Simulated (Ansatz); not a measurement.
Level of theory: r2SCAN-D4/def2-TZVP run with Ansatz (a quantum-chemistry and plane-wave program). No frequencies were computed at this level.

Ansatz 0.2 input:
```yaml
crystal:
  periodic: [false, false, false]
  atoms:
    - { symbol: S, position_ang: [0.665238, -0.000003, -0.000002] }
    - { symbol: H, position_ang: [-0.665238, 0.000003, 0.000002] }
basis:
  gaussian: { orbitals: def2-tzvp }
hamiltonian:
  xc: r2scan
  dispersion: d4
relax:
  max_steps: 150
magnetization:
  spin_polarized: true
  initial_magnetization: 1
```

Output:

```
Functional definition: r2SCAN
305 factors; their error is unknown
mean field evaluation 1: about -10849.5062 eV, gradient 7.4e0 eV
mean field evaluation 2: about -10849.7165 eV, gradient 5.3e0 eV
mean field evaluation 4: about -10849.8381 eV, gradient 1.8e-1 eV
mean field evaluation 8: about -10849.8331 eV, gradient 3.5e-2 eV
mean field evaluation 16: about -10849.4850 eV, gradient 6.9e0 eV
mean field -10849.83315355 eV, -398.7240141120 hartree, gradient 4.7e-5 eV, S^2 0.757554; 1 other end points of the search recorded, 0 dependent functions left out
reference -10849.83316061 eV, -398.7240143713 hartree; 9, 8 occupied and 34, 35 virtual orbitals, 305 factors
relax step   1: F+E_penalty+E_count = -10849.83452375 eV  Δ(F+E_penalty+E_count) = +0.000e0 eV  max|allowed force component| = 4.160e-1 eV/Å  Δτ_max = 0.0000 Å  (52 SCF iters, accepted)
these checks for a lower state are left out or cut short: starts, cluster_reference, orbital_swaps, neighbouring_geometries, increment
305 factors; their error is unknown
mean field evaluation 32: about -10849.8358 eV, gradient 1.5e-5 eV
mean field -10849.83580873 eV, -398.7241116879 hartree, gradient 1.5e-5 eV, S^2 0.757561; 0 other end points of the search recorded, 0 dependent functions left out
reference -10849.83581579 eV, -398.7241119476 hartree; 9, 8 occupied and 34, 35 virtual orbitals, 305 factors
relax step   2: F+E_penalty+E_count = -10849.83718047 eV  Δ(F+E_penalty+E_count) = -2.657e-3 eV  max|allowed force component| = 1.628e-1 eV/Å  Δτ_max = 0.0046 Å  (33 SCF iters, accepted)
these checks for a lower state are left out or cut short: starts, cluster_reference, orbital_swaps, neighbouring_geometries, increment
305 factors; their error is unknown
mean field -10849.83630643 eV, -398.7241299780 hartree, gradient 1.6e-5 eV, S^2 0.757566; 0 other end points of the search recorded, 0 dependent functions left out
reference -10849.83631350 eV, -398.7241302380 hartree; 9, 8 occupied and 34, 35 virtual orbitals, 305 factors
relax step   3: F+E_penalty+E_count = -10849.83767918 eV  Δ(F+E_penalty+E_count) = -4.987e-4 eV  max|allowed force component| = 3.456e-3 eV/Å  Δτ_max = 0.0030 Å  (33 SCF iters, accepted)
305 factors; their error is unknown
mean field evaluation 64: about -10849.4880 eV, gradient 6.9e0 eV
mean field -10849.83630643 eV, -398.7241299780 hartree, gradient 1.6e-5 eV, S^2 0.757566; 2 other end points of the search recorded, 0 dependent functions left out
reference -10849.83631350 eV, -398.7241302380 hartree; 9, 8 occupied and 34, 35 virtual orbitals, 305 factors
Total energy: -10849.83768626 eV, -398.7241806858 hartree
Atom 0 at     0.672858    -0.000003    -0.000002 Å, force     0.003456    -0.000000    -0.000000 eV/Å
Atom 1 at    -0.672858     0.000003     0.000002 Å, force    -0.003456     0.000000     0.000000 eV/Å
Dipole moment:    -0.189740     0.000001     0.000001 e Å
```

Cost: roughly 5 core-seconds.
